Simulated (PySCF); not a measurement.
NaLi⁺ at UHF-SCS-MP2

Computed with UHF-SCS-MP2; PySCF, no relativity, basis sets Na aug-pcseg-1, Li aug-pcseg-1.

```
state                          : ²Σ⁺ (doublet), unpaired electrons σ ↑
bond length                    : 3.452 Å
harmonic wavenumber            : 182 cm⁻¹
force constant                 : 0.105 mdyn/Å
rotational constant Be         : 0.2632 cm⁻¹
anharmonicity ωexe             : 0.966 cm⁻¹
vibration–rotation constant αe : 0.00229 cm⁻¹
well depth De to Na⁺ + Li      : 82 kJ/mol
dissociation energy D0         : 81 kJ/mol
```

Correlated steps freeze 1 core orbital. Correlated levels converge slowly with the basis: in double zeta they bind strong bonds too weakly, by up to about 1 eV, and carry superposition errors of some tenths. For an ion De counts to the pair picked by the measured ionisation energies or electron affinities, which need not be the lowest pair at this level. The state was picked by a PBE0 search and need not be the measured ground state.
